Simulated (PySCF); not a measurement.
Species, as SMILES: [O+]#[Si-] (O-Si).
Geometry (B3LYP-D3(BJ)/def2-TZVP, fixed):
```
Si
O 1 1.5131
```

Basis-set convergence of the mean static polarisability at HF with PySCF. All functions are spherical. Density fitting with generated auxiliary sets. No added dispersion term, no relativity. Reference: the value in aug-cc-pV(5+d)Z, 28.10 bohr³, itself unsure by roughly 0.2 % (its mean distance from aug-pcseg-3, aug-cc-pV(Q+d)Z, aug-pcseg-2). Deviations are taken from unrounded values.

```tsv
basis	functions
pcseg-0	22
pcseg-1	32
aug-pcseg-1	50
pcseg-2	64
aug-pcseg-2	96
pcseg-3	124
aug-pcseg-3	174
pcseg-4	206
```

Task: Which is the smallest pcseg set listed that can be trusted to 2 % here, that is, within that of the reference together with its larger relatives (same family, alike in diffuse functions; a set with none to test it counts only in the reference's own line)?

Result: The smallest set listed that lies within 2 % of the reference with all its larger relatives (same family, alike in diffuse functions; a set with none counts only in the reference's own line) is aug-pcseg-2 (96 functions, -0.5 % off). Inside, with no larger relative to test it: pcseg-4. Value minus reference over the reference: pcseg-0 -26.3, pcseg-1 -18.8, aug-pcseg-1 -2.5, pcseg-2 -13.2, aug-pcseg-2 -0.5, pcseg-3 -4.7, aug-pcseg-3 -0.1, pcseg-4 -1.1 %.
